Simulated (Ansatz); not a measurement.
Mulliken charges of C4H3S, SMILES `[c]1ccsc1` radical from r2SCAN/def2-TZVPP in Ansatz (PBE0-D4/def2-TZVP geometry).

```csv
atom,x (Å),y (Å),z (Å),charge (e)
C1,-0.997,0.465,0.441,-0.079
C2,0.360,0.741,0.673,-0.127
C3,1.129,-0.087,-0.097,-0.078
S4,0.186,-1.143,-1.050,0.078
C5,-1.295,-0.504,-0.443,-0.102
H6,0.748,1.487,1.351,0.097
H7,2.207,-0.131,-0.152,0.105
H8,-2.246,-0.886,-0.779,0.105
```

By hand: the dipole of these point charges (1 e Å = 4.8032 D).

Σ q r = (0.160, -0.124, -0.116) e Å, of length 0.233 e Å = 1.12 D.

How does the dipole of the full density compare? (An estimate is asked.)

Computed: (0.114, -0.011, -0.012) e Å, 0.55 D; the point charges give 2.04 times that, at 39° from its direction.

Point charges leave out the atoms' own dipoles, such as those of lone pairs, and Mulliken's split depends on the basis, so the two needn't agree.
